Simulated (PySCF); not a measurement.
**AlCl⁺ at PBE0**

Computed with PBE0; Al def2-TZVPPD, Cl def2-TZVPPD; no relativity (PySCF 2.14).

```json
{"state": "²Σ⁺ (doublet), unpaired electrons σ ↑", "bond length": "2.024 Å", "harmonic wavenumber": "599 cm⁻¹", "force constant": "3.22 mdyn/Å", "rotational constant Be": "0.2703 cm⁻¹", "anharmonicity ωexe": "3.06 cm⁻¹", "vibration–rotation constant αe": "0.00166 cm⁻¹", "well depth De to Al⁺ + Cl": "2.13 eV", "dissociation energy D0": "2.10 eV", "bond order (Mayer)": "1.57", "dipole moment (positive dipole points towards Cl; it is taken about the centre of mass and depends on that origin)": "-5.55 D"}
```

For an ion De counts to the pair picked by the measured ionisation energies or electron affinities, which need not be the lowest pair at this level. The state is the lowest determinant that a PBE0 search found; another state may lie lower at other levels.
